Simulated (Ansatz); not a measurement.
Cost and result for the atomization energy of C2H4FNS (`N/C=C(/F)S`) (9 atoms, 8 bonds).

Cartesian coordinates in Å:
```
N -0.2826 -0.8687 -1.1467
C 0.3891 -0.6784 0.0373
C 0.2770 0.3814 0.8413
F 1.1052 0.4787 1.9069
S -0.9136 1.6351 0.6699
H -0.4844 -1.8270 -1.3792
H -1.0672 -0.2485 -1.2867
H 1.1224 -1.4354 0.2962
H -0.1461 2.5628 0.0612
```

The species carries charge 0 and has multiplicity 1. The geometry is a stationary point of PBE0-D4/def2-TZVP. It is one conformer, not always the lowest. Program: Ansatz. All runs use 2 threads of an Arm Neoverse V1 on a shared host. Times are those of one run each, without the atoms' runs, and a repeat can differ threefold. Electronic energies, without spin–orbit coupling; frozen cores. CCSD(T)/CBS adds CCSD(T) − MP2 in def2-TZVPP to the MP2 limit, and its time is that of the two runs behind it. T1 = 0.013. B3LYP takes the VWN-RPA correlation (the form of Gaussian; ORCA's B3LYP/G).

CCSD(T)/CBS is a level of theory with its own doubt, some kJ/mol a heavy atom from the limit and from the frozen cores, so smaller differences don't rank the functionals.

```
                             level  functions  wall time
            LDA (SPW92)/def2-TZVPP        222      2.1 s
                BLYP-D4/def2-TZVPP        222      3.3 s
              revPBE-D4/def2-TZVPP        222      3.4 s
                PBE0-D4/def2-TZVPP        222      4.4 s
                  CCSD(T)/def2-SVP         94        7 s
 B3LYP-D4/def2-TZVPP (with forces)        222      7.5 s
r2SCAN-D4/def2-TZVPP (with forces)        222        8 s
               PBE-QIDH/def2-TZVPP        222      9.5 s
                ωB97X-V/def2-TZVPP        222       13 s
                 B97M-V/def2-TZVPP        222       15 s
                    MP2/def2-QZVPP        418       41 s
                CCSD(T)/def2-TZVPP        222    3.5 min
                 CCSD(T)/CBS(def2)          –    4.2 min
```

Q: What atomization energy does each give, and how far from CCSD(T)/CBS? (Estimate.)

A: Ansatz gave: 
```
                             level  atomization (kJ/mol)  difference from CCSD(T)/CBS  per bond
            LDA (SPW92)/def2-TZVPP                4006.7                        651.5      81.4
                BLYP-D4/def2-TZVPP                3403.4                         48.2       6.0
              revPBE-D4/def2-TZVPP                3404.5                         49.3       6.2
                PBE0-D4/def2-TZVPP                3401.2                         46.0       5.8
                  CCSD(T)/def2-SVP                3140.4                       -214.8     -26.9
 B3LYP-D4/def2-TZVPP (with forces)                3374.3                         19.1       2.4
r2SCAN-D4/def2-TZVPP (with forces)                3380.2                         25.0       3.1
               PBE-QIDH/def2-TZVPP                3337.0                        -18.2      -2.3
                ωB97X-V/def2-TZVPP                3380.1                         24.9       3.1
                 B97M-V/def2-TZVPP                3379.7                         24.5       3.1
                    MP2/def2-QZVPP                3395.3                         40.1       5.0
                CCSD(T)/def2-TZVPP                3245.2                       -110.0     -13.8
                 CCSD(T)/CBS(def2)                3355.2                          0.0       0.0
```

At CCSD(T), def2-SVP lies −214.8 kJ/mol from the extrapolated value and def2-TZVPP −110.0 kJ/mol: correlation converges slowly with the basis, and small sets miss more of it in the bonded molecule than in its fragments. Leaving LDA and LC-ωPBE aside and taking each functional with its dispersion term where it has one, the values, not all of them listed here, spread over 297.0 kJ/mol, from BHLYP-D4 to PBE-D4. LDA lies +510.7 kJ/mol from PBE without D4, its usual overbinding. From r2SCAN to r2SCAN0 (25 % exact exchange), in def2-TZVPP and without D4, the atomization energy moves by −85.8 kJ/mol: exact exchange takes away binding that semilocal exchange gives to molecules.
